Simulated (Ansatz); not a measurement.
Se (R-3, No. 148) was calculated with r²SCAN+rVV10 (PAW; Ansatz, a quantum-chemistry and plane-wave program).

Run with plane-wave cutoff 500 eV, 10×10×10 k mesh, Fermi–Dirac smearing 0.05 eV, scalar-relativistic PAW data made under PBE.

Cell (relaxed at this level):

```
CELL_PARAMETERS angstrom
      5.62555     3.24792     1.48778
     -5.62555     3.24792     1.48778
      0.00000    -6.49583     1.48778
ATOMIC_POSITIONS crystal
  Se 0.83912 0.71500 0.08407
  Se 0.16088 0.28500 0.91593
  Se 0.08407 0.83912 0.71500
  Se 0.91593 0.16088 0.28500
  Se 0.71500 0.08407 0.83912
  Se 0.28500 0.91593 0.16088
```

Question: Predict the band gap.

Answer: 
* **band gap**: 1.46 eV (on the SCF k mesh)

Spin–orbit coupling is not included.

Computed values are for the static lattice.

Computing time: about 25 core-minutes (a rough figure).
